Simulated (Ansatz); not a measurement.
Geometry optimisation, RHF/def2-SVP (Ansatz).

input.yaml

```yaml
crystal:
  periodic: [false, false, false]
  atoms:
    - { symbol: Si, position_ang: [0.37471, 0.034452, -0.051033] }
    - { symbol: Cl, position_ang: [0.514375, -0.028869, 2.061416] }
    - { symbol: H, position_ang: [1.775749, -0.000467, -0.517093] }
    - { symbol: H, position_ang: [-0.235143, 1.300278, -0.47985] }
    - { symbol: H, position_ang: [-0.311086, -1.175605, -0.529212] }
    - { symbol: "N", position_ang: [-2.463023, 0.019663, 0.982226] }
    - { symbol: H, position_ang: [-3.161465, -0.608889, 0.620103] }
    - { symbol: H, position_ang: [-2.922059, 0.863925, 1.28202] }
    - { symbol: H, position_ang: [-2.022557, -0.404488, 1.806423] }
basis:
  gaussian: { orbitals: def2-SVP }
hamiltonian:
  xc: hf
relax:
  f_tol: 0.03
  max_steps: 50
```

Run as:

```bash
$ ansatz run input.yaml --threads 1 --pin off --max-ram 2048MiB --backend cpu --events-out ev --progress --plain --runs-dir out
```

Q: Where does it end, and by what steps?

A: The run converged. After 5 steps the energy has fallen by 0.076 eV; H9 moved furthest, 0.33 Å.

```json
{"step": "0", "energy less start (eV)": "0.0000", "largest force component (eV/Å)": "0.791", "accepted": "yes"}
{"step": "1", "energy less start (eV)": "-0.0626", "largest force component (eV/Å)": "0.291", "accepted": "yes"}
{"step": "2", "energy less start (eV)": "-0.0720", "largest force component (eV/Å)": "0.277", "accepted": "yes"}
{"step": "3", "energy less start (eV)": "-0.0742", "largest force component (eV/Å)": "0.268", "accepted": "yes"}
{"step": "4", "energy less start (eV)": "-0.0751", "largest force component (eV/Å)": "0.202", "accepted": "yes"}
{"step": "5", "energy less start (eV)": "-0.0762", "largest force component (eV/Å)": "0.013", "accepted": "yes"}
```

```xyz
9
Properties=species:S:1:pos:R:3
Si 0.509 0.035 -0.063
Cl 0.743 -0.026 2.008
H 1.877 0.052 -0.625
H -0.181 1.274 -0.451
H -0.181 -1.178 -0.524
N -2.587 -0.027 1.035
H -3.334 -0.577 0.646
H -2.961 0.886 1.232
H -2.335 -0.439 1.917
```

Whether the end is a true minimum wasn't checked by a vibrational analysis.

Run time: 8.2 s on 1 thread of Arm Neoverse V1, with other jobs on the host, peak memory 0.14 GiB.
